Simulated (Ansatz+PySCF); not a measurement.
The numbers below are computed, except where a source is named.
Input for Ansatz (development build ahead of 0.2.0):

```yaml
crystal:
  periodic: [false, false, false]
  atoms:
    - { symbol: O, position_ang: [-0.04889, 0.00124, -0.09856] }
    - { symbol: H, position_ang: [0.02573, 0.02408, 0.83621] }
basis:
  gaussian: { orbitals: def2-SVP }
total_charge: -1
hamiltonian:
  xc: pbe0
scf:
  omitted_lower_state_checks: [stability, starts, atomic_configurations, cluster_reference, orbital_swaps, given_window_search, neighbouring_geometries, increment]
output:
  forces: true
```

The input is written out in the form of the current development build from the run's settings.

Output:

```json
{
  "Converged": "yes",
  "Total energy": "-75.57810 hartree",
  "Spin squared of the determinant": "0.000"
}
```

Forces (eV/Å):
| atom | Fx | Fy | Fz |
| --- | --- | --- | --- |
| O1 | -0.173 | -0.053 | -2.165 |
| H2 | 0.173 | 0.053 | 2.165 |

Caution: no diffuse functions for an anion.
